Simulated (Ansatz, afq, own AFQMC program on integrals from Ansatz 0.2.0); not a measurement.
# B2H+ (triplet): quantum Monte Carlo beside coupled cluster, cc-pVDZ

How near does AFQMC come to the top of the ladder for B2H+ (triplet)?

Program: Ansatz 0.2.0, Gaussian basis, and an in-house AFQMC program (afq) on its integrals; all values are calculated. Level of theory: cc-pVDZ, frozen cores. These are calculated values, not measurements.

To be run: Full CI; PBE (unrestricted); r2SCAN (unrestricted); PBE0 (unrestricted); B3LYP (unrestricted); wB97M-V (unrestricted); B2PLYP (unrestricted); CCSD(T) on UHF; CCSDT(Q) on UHF; Phaseless AFQMC, CISD trial on UHF; Phaseless AFQMC, single-determinant trial on UHF; Free-projection AFQMC, CISD trial on UHF; Phaseless AFQMC, CISD trial on UHF.

### Step 1. The system

The geometry is a PBE0/def2-TZVP stationary point (not a proven minimum) of the parent state, kept for this charge and spin.

3 atoms, charge 1, spin multiplicity 3.

Atoms are counted from 1 here; the program's logs count them from 0.

Bond lengths: B1–B2 1.520 Å, B1–H3 1.178 Å. Angles: B2–B1–H3 180.0°.

### Step 2. Full CI

in.yaml

```yaml
crystal:
  periodic: [false, false, false]
  atoms:
    - {symbol: B, position_ang: [0.000000, 0.000000, 0.114060]}
    - {symbol: B, position_ang: [0.000000, 0.000000, -1.406367]}
    - {symbol: H, position_ang: [0.000000, 0.000000, 1.292307]}
basis:
  gaussian: {orbitals: cc-pVDZ}
total_charge: 1
magnetization: {spin_polarized: false, initial_magnetization: 2}
correlation: {method: fci, electrons: outside_noble_gas}
```

Launch:

```sh
> ansatz run in.yaml --threads 1 --pin off --events-out ev --progress --plain --max-ram 1843MiB
```

The program printed:

```text
Functional definition: HF
  name "HF"
  cite "Fock, Z. Phys. 61, 126 (1930) doi:10.1007/BF01340294"
  parent pbe
  exchange = exact_x
  correlation = 0
564 factors; integrals over basis functions are off by at most 1.5e-7 eV
mean field evaluation 1: about -1344.9709 eV, gradient 9.6e0 eV
mean field evaluation 2: about -1344.9717 eV, gradient 9.6e0 eV
mean field evaluation 4: about -1346.2770 eV, gradient 1.0e0 eV
mean field evaluation 8: about -1346.3062 eV, gradient 2.5e-3 eV
mean field evaluation 16: about -1346.3062 eV, gradient 6.1e-6 eV
mean field -1346.30616478 eV, -49.4758389966 hartree, gradient 2.3e-6 eV, S^2 2.000000; 2 other end points of the search recorded, 0 dependent functions left out
mean field evaluation 32: about -1346.3489 eV, gradient 2.9e-2 eV
2 core orbitals not correlated: weight in the atoms' cores, before any rotation towards them, 1.000 or more for the frozen orbitals, at most 0.000 for the correlated occupied ones
reference -1346.30616478 eV, -49.4758389966 hartree; 4, 2 occupied and 27, 29 virtual orbitals, 564 factors
state -1349.17510058 eV, -49.5812704425 hartree
Total energy: -1349.17510058 eV, -49.5812704425 hartree
```

It took 42 s on 1 thread of Arm Neoverse V1, shared host; peak memory 0.56 GiB.

From the report: 5,050,836 determinants, symmetry B1.

### Step 3. PBE (unrestricted)

in.yaml: that of step 2 with these lines changed.

```diff
@@ -9,3 +9,4 @@
 total_charge: 1
-magnetization: {spin_polarized: false, initial_magnetization: 2}
-correlation: {method: fci, electrons: outside_noble_gas}
+magnetization: {spin_polarized: true, initial_magnetization: 2}
+hamiltonian: {xc: {name: PBE}}
+output: {orbitals: {seedname: orbitals}}
```

Same command.

The program printed:

```text
Functional definition: PBE
  name "PBE"
  cite "Perdew, Burke & Ernzerhof, Phys. Rev. Lett. 77, 3865 (1996) doi:10.1103/PhysRevLett.77.3865"
  parent pbe
  parameter kappa = 0.804
  parameter beta = 0.06672455060314922
  exchange = pbe_x(kappa = kappa, mu = beta*pi^2/3)
  correlation = pbe_c(beta = beta)
366 factors; their error is unknown
mean field evaluation 1: about -1344.2236 eV, gradient 2.4e1 eV
mean field evaluation 2: about -1295.1263 eV, gradient 6.1e1 eV
mean field evaluation 4: about -1350.9438 eV, gradient 2.4e0 eV
mean field evaluation 8: about -1350.9786 eV, gradient 7.7e-3 eV
mean field evaluation 16: about -1344.2236 eV, gradient 2.4e1 eV
mean field evaluation 32: about -1349.9435 eV, gradient 2.3e-5 eV
mean field evaluation 64: about -1349.8876 eV, gradient 6.6e0 eV
mean field -1350.97856351 eV, -49.6475464829 hartree, gradient 7.2e-6 eV, S^2 2.001581; 6 other end points of the search recorded, 0 dependent functions left out
reference -1350.97859502 eV, -49.6475476408 hartree; 6, 4 occupied and 27, 29 virtual orbitals, 366 factors
Total energy: -1350.97859502 eV, -49.6475476408 hartree
```

Wall time 1.9 s (1 thread of Arm Neoverse V1, shared host).

From the report: ⟨S²⟩ of the determinant 2.002 (pure triplet: 2.00).

### Step 4. r2SCAN (unrestricted)

in.yaml: that of step 3 with these lines changed.

```diff
@@ -10,3 +10,2 @@
 magnetization: {spin_polarized: true, initial_magnetization: 2}
-hamiltonian: {xc: {name: PBE}}
-output: {orbitals: {seedname: orbitals}}
+hamiltonian: {xc: {name: r2SCAN}}
```

The command is unchanged.

The program printed:

```text
Functional definition: r2SCAN
  name "r2SCAN"
  cite "Furness, Kaplan, Ning, Perdew & Sun, J. Phys. Chem. Lett. 11, 8208 (2020) doi:10.1021/acs.jpclett.0c02405"
  cite "Furness, Kaplan, Ning, Perdew & Sun, J. Phys. Chem. Lett. 11, 9248 (2020) doi:10.1021/acs.jpclett.0c03077"
  parent r2scan
  parameter k0 = 0.174
  parameter k1 = 0.065
  parameter a1 = 4.9479
  exchange = r2scan_x(k0 = k0, k1 = k1, a1 = a1)
  correlation = r2scan_c
366 factors; their error is unknown
mean field evaluation 1: about -1346.6458 eV, gradient 2.2e1 eV
mean field evaluation 2: about -1317.1047 eV, gradient 5.6e1 eV
mean field evaluation 4: about -1352.5453 eV, gradient 2.7e0 eV
mean field evaluation 8: about -1352.5975 eV, gradient 2.3e-2 eV
mean field evaluation 16: about -1346.6458 eV, gradient 2.2e1 eV
mean field evaluation 32: about -1352.6082 eV, gradient 8.0e-2 eV
mean field -1352.59746646 eV, -49.7070400688 hartree, gradient 3.2e-5 eV, S^2 2.003599; 6 other end points of the search recorded, 0 dependent functions left out
reference -1352.59747638 eV, -49.7070404334 hartree; 6, 4 occupied and 27, 29 virtual orbitals, 366 factors
Total energy: -1352.59747638 eV, -49.7070404334 hartree
```

Run time: 3 s. Hardware: 1 thread of Arm Neoverse V1, shared host.

From the report: ⟨S²⟩ of the determinant 2.004 (pure triplet: 2.00).

### Step 5. PBE0 (unrestricted)

in.yaml: that of step 4 with these lines changed.

```diff
@@ -10,2 +10,3 @@
 magnetization: {spin_polarized: true, initial_magnetization: 2}
-hamiltonian: {xc: {name: r2SCAN}}
+hamiltonian: {xc: {name: PBE0}}
+output: {orbitals: {seedname: orbitals}}
```

The command is unchanged.

The program printed:

```text
Functional definition: PBE0
  name "PBE0"
  cite "Adamo & Barone, J. Chem. Phys. 110, 6158 (1999) doi:10.1063/1.478522"
  cite "Perdew, Burke & Ernzerhof, Phys. Rev. Lett. 77, 3865 (1996) doi:10.1103/PhysRevLett.77.3865"
  parent pbe
  parameter a = 0.25
  parameter kappa = 0.804
  parameter beta = 0.06672455060314922
  exchange = (1 - a)*pbe_x(kappa = kappa, mu = beta*pi^2/3) + a*exact_x
  correlation = pbe_c(beta = beta)
366 factors; their error is unknown
mean field evaluation 1: about -1346.5093 eV, gradient 2.0e1 eV
mean field evaluation 2: about -1332.8768 eV, gradient 4.4e1 eV
mean field evaluation 4: about -1350.2425 eV, gradient 1.4e0 eV
mean field evaluation 8: about -1350.2699 eV, gradient 4.2e-2 eV
mean field evaluation 16: about -1350.2551 eV, gradient 8.4e-5 eV
mean field evaluation 32: about -1350.2551 eV, gradient 1.8e-4 eV
mean field -1351.48240333 eV, -49.6660622545 hartree, gradient 1.3e-5 eV, S^2 2.001838; 4 other end points of the search recorded, 0 dependent functions left out
reference -1351.48242675 eV, -49.6660631153 hartree; 6, 4 occupied and 27, 29 virtual orbitals, 366 factors
Total energy: -1351.48242675 eV, -49.6660631153 hartree
```

It took 1.3 s on 1 thread of Arm Neoverse V1, shared host.

From the report: ⟨S²⟩ of the determinant 2.002 (pure triplet: 2.00).

### Step 6. B3LYP (unrestricted)

in.yaml: that of step 5 with these lines changed.

```diff
@@ -10,3 +10,2 @@
 magnetization: {spin_polarized: true, initial_magnetization: 2}
-hamiltonian: {xc: {name: PBE0}}
-output: {orbitals: {seedname: orbitals}}
+hamiltonian: {xc: {name: B3LYP}}
```

Launched as before.

The program printed, shortened:

```text
Functional definition: B3LYP
  name "B3LYP"
  cite "Stephens, Devlin, Chabalowski & Frisch, J. Phys. Chem. 98, 11623 (1994) doi:10.1021/j100096a001"
  cite "Becke, Phys. Rev. A 38, 3098 (1988) doi:10.1103/PhysRevA.38.3098"
  cite "Lee, Yang & Parr, Phys. Rev. B 37, 785 (1988) doi:10.1103/PhysRevB.37.785"
  cite "Vosko, Wilk & Nusair, Can. J. Phys. 58, 1200 (1980) doi:10.1139/p80-159"
[...]
366 factors; their error is unknown
[...]
mean field -1353.70808444 eV, -49.7478545269 hartree, gradient 1.6e-5 eV, S^2 2.001501; 4 other end points of the search recorded, 0 dependent functions left out
reference -1353.70826966 eV, -49.7478613335 hartree; 6, 4 occupied and 27, 29 virtual orbitals, 366 factors
Total energy: -1353.70826966 eV, -49.7478613335 hartree
```

Run time: 1.6 s. Hardware: 1 thread of Arm Neoverse V1, shared host.

From the report: ⟨S²⟩ of the determinant 2.002 (pure triplet: 2.00).

### Step 7. wB97M-V (unrestricted)

in.yaml: that of step 6 with these lines changed.

```diff
@@ -10,2 +10,3 @@
 magnetization: {spin_polarized: true, initial_magnetization: 2}
-hamiltonian: {xc: {name: B3LYP}}
+hamiltonian: {xc: {name: wB97M-V}}
+output: {orbitals: {seedname: orbitals}}
```

The command is unchanged.

The program printed, shortened:

```text
Functional definition: wB97M-V
  name "wB97M-V"
  cite "Mardirossian & Head-Gordon, J. Chem. Phys. 144, 214110 (2016) doi:10.1063/1.4952647"
  cite "Becke, J. Chem. Phys. 107, 8554 (1997) doi:10.1063/1.475007"
  cite "Vydrov & Van Voorhis, J. Chem. Phys. 133, 244103 (2010) doi:10.1063/1.3521275"
  # Of w^i u^j: cxij and so on, Table III.
[...]
  gx(w, u) = 1 - cx + cx01*u + cx10*w
  gss(w, u) = css00 + css04*u^4 + css10*w + css20*w^2 + css43*w^4*u^3
  gos(w, u) = cos00 + cos10*w + (cos20 + cos21*u)*w^2 + (cos60 + cos61*u)*w^6
[...]
      + integral(e_c_pw_mod_opposite_spin*gos(b97_w_opposite, b97_u_opposite)) + vv10(b, c)
366 factors; their error is unknown
112 factors; integrals over basis functions are off by at most 5.3e-6 eV
[...]
mean field -1352.75814062 eV, -49.7129447352 hartree, gradient 4.3e-5 eV, S^2 2.000602; 1 other end points of the search recorded, 0 dependent functions left out
reference -1352.75817131 eV, -49.7129458632 hartree; 6, 4 occupied and 27, 29 virtual orbitals, 366 factors
Total energy: -1352.75817131 eV, -49.7129458632 hartree
```

Run time: 1.9 s. Hardware: 1 thread of Arm Neoverse V1, shared host.

From the report: ⟨S²⟩ of the determinant 2.001 (pure triplet: 2.00).

### Step 8. B2PLYP (unrestricted)

in.yaml: that of step 7 with these lines changed.

```diff
@@ -10,3 +10,3 @@
 magnetization: {spin_polarized: true, initial_magnetization: 2}
-hamiltonian: {xc: {name: wB97M-V}}
-output: {orbitals: {seedname: orbitals}}
+hamiltonian: {xc: {name: B2PLYP}}
+correlation: {electrons: outside_noble_gas}
```

Same command.

The program printed, shortened:

```text
Functional definition: B2PLYP
  name "B2PLYP"
  cite "Grimme, J. Chem. Phys. 124, 034108 (2006) doi:10.1063/1.2148954"
  cite "Becke, Phys. Rev. A 38, 3098 (1988) doi:10.1103/PhysRevA.38.3098"
  cite "Lee, Yang & Parr, Phys. Rev. B 37, 785 (1988) doi:10.1103/PhysRevB.37.785"
[...]
308 factors; integrals over basis functions are off by at most 1.3e-3 eV
[...]
mean field -1351.24123925 eV, -49.6571996383 hartree, gradient 2.5e-6 eV, S^2 2.002165; 6 other end points of the search recorded, 0 dependent functions left out
2 core orbitals not correlated: weight in the atoms' cores, before any rotation towards them, 1.000 or more for the frozen orbitals, at most 0.000 for the correlated occupied ones
reference -1351.24135723 eV, -49.6572039741 hartree; 4, 2 occupied and 27, 29 virtual orbitals, 308 factors
second order -2.61790363 eV of doubles, -0.00000000 eV of singles
Total energy: -1351.94819121 eV, -49.6831796437 hartree
```

It took 1.4 s on 1 thread of Arm Neoverse V1, shared host.

From the report: ⟨S²⟩ of the determinant 2.002 (pure triplet: 2.00).

### Step 9. CCSD(T) on UHF

in.yaml: that of step 8 with these lines changed.

```diff
@@ -10,3 +10,2 @@
 magnetization: {spin_polarized: true, initial_magnetization: 2}
-hamiltonian: {xc: {name: B2PLYP}}
-correlation: {electrons: outside_noble_gas}
+correlation: {method: ccsd_t, electrons: outside_noble_gas, hamiltonian_folder: ham}
```

Launched as before.

The program printed, shortened:

```text
Functional definition: HF
  name "HF"
  cite "Fock, Z. Phys. 61, 126 (1930) doi:10.1007/BF01340294"
  parent pbe
[...]
308 factors; integrals over basis functions are off by at most 1.3e-3 eV
[...]
mean field -1346.34893159 eV, -49.4774106477 hartree, gradient 2.5e-6 eV, S^2 2.003377; 3 other end points of the search recorded, 0 dependent functions left out
determinant -1346.34893159 eV, -49.4774106477 hartree, with singles and doubles -1349.08770332 eV, -49.5780586526 hartree
determinant -1344.49836786 eV, -49.4094036853 hartree, with singles and doubles -1347.59594780 eV, -49.5232376484 hartree
2 core orbitals not correlated: weight in the atoms' cores, before any rotation towards them, 1.000 or more for the frozen orbitals, at most 0.000 for the correlated occupied ones
reference -1346.34893159 eV, -49.4774106477 hartree; 4, 2 occupied and 27, 29 virtual orbitals, 308 factors
second order -2.05765317 eV of doubles, -0.00000000 eV of singles
cycle   1  -2.72597757 eV  change   -1.3e-1 eV  update   1.7e-2
[...]
cycle   9  -2.74288794 eV  change    2.8e-6 eV  update   3.6e-6
perturbative correction -0.05995954 eV, -0.0022034725 hartree
Total energy: -1349.15177907 eV, -49.5804133929 hartree
```

Wall time 0.63 s (1 thread of Arm Neoverse V1, shared host).

From the report: ⟨S²⟩ of the determinant 2.003 (pure triplet: 2.00); correlation -2.8028 eV; T1 0.017; largest double amplitude 0.07.

This run also writes the integrals to the folder ham.

[end of part 1 of 2]
